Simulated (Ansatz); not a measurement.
`C=CCO` + `[OH]`• → `C=CC[O]`• + H₂O  (hydrogen abstraction from the O–H bond)

Computed with Ansatz on PBE0-D4/def2-TZVP structures; ΔE is electronic, products minus reactants. CBS: MP2 limit from def2 TZ/QZ plus the TZ coupled-cluster correction, frozen cores. This one scheme is used for every species. DFT in def2-TZVPP. Open shells (•) are unrestricted, without spin–orbit coupling. One conformer a species, not always the lowest.

`C=CCO`:

```xyz
10

C     0.970   -0.957    0.748
C     0.172   -0.585   -0.244
C    -0.858    0.489   -0.131
O    -0.663    1.517   -1.084
H     0.902   -0.494    1.728
H     1.709   -1.739    0.624
H     0.259   -1.054   -1.221
H    -0.872    0.887    0.893
H    -1.852    0.084   -0.341
H     0.232    1.851   -0.973
```

`[OH]`•:

```xyz
2

O     0.096    0.040    0.475
H    -0.096   -0.040   -0.475
```

`C=CC[O]`•:

Z-matrix (Å, degrees):
```
C
C 1 1.497
O 1 1.356 2 115.4
H 1 1.104 2 111.9 3 129.7
H 1 1.114 2 109.4 3 -115.6
C 2 1.324 1 123.3 3 -134.1
H 2 1.087 1 115.6 3 45.4
H 6 1.086 2 121.3 1 0.4
H 6 1.084 2 121.8 1 -179.7
```

H₂O:

Z-matrix (Å, degrees):
```
O
H 1 0.960
H 1 0.960 2 105.1
```

CCSD(T)/CBS gives -0.51 eV.

Question: Another level gave -0.69 eV. Which?
A. LDA (SPW92)/def2-TZVPP
B. MP2/def2-TZVPP
C. BLYP-D4/def2-TZVPP
D. ωB97X-V/def2-TZVPP

Answer: C. BLYP-D4 -0.69, MP2/def2-TZVPP -0.39, ωB97X-V -0.56, LDA (SPW92) -0.90 eV.

Largest T1 diagnostic among the species: 0.020.

At CCSD(T), def2-SVP lies +0.10 eV from the extrapolated value and def2-TZVPP +0.03 eV. Leaving LDA and LC-ωPBE aside and taking each functional with its dispersion term where it has one, the values, not all of them listed here, spread over 0.23 eV, from PBE-D4 to BHLYP-D4. LDA lies −0.17 eV from PBE without D4. From BLYP to BHLYP (50 % exact exchange), in def2-TZVPP and without D4, ΔE moves by +0.21 eV.
